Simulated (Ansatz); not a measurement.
Mulliken charges of AlH₅SSi (`[AlH2][SiH2]S`) from PBE/def2-TZVPP in Ansatz (PBE0-D4/def2-TZVP geometry).

```csv
atom,x (Å),y (Å),z (Å),charge (e)
Al1,-1.212,0.917,-0.996,0.384
Si2,0.644,0.024,0.345,0.062
S3,0.205,-2.043,0.741,-0.253
H4,-2.432,-0.010,-1.406,-0.104
H5,-1.181,2.437,-1.453,-0.108
H6,0.805,0.770,1.628,-0.047
H7,1.949,0.145,-0.369,-0.047
H8,1.315,-2.297,1.455,0.114
```

**Question.** By hand: the dipole of these point charges (1 e Å = 4.8032 D).

**Answer.** Σ q r = (-0.076, 0.303, -0.139) e Å, of length 0.342 e Å = 1.64 D.

**Question.** How does the dipole of the full density compare? (Best estimate.)

**Answer.** Ansatz gave: (0.104, 0.137, 0.017) e Å, 0.83 D; the point charges give 1.98 times that, at 58° from its direction.

Point charges leave out the atoms' own dipoles, such as those of lone pairs, and Mulliken's split depends on the basis, so the two needn't agree.
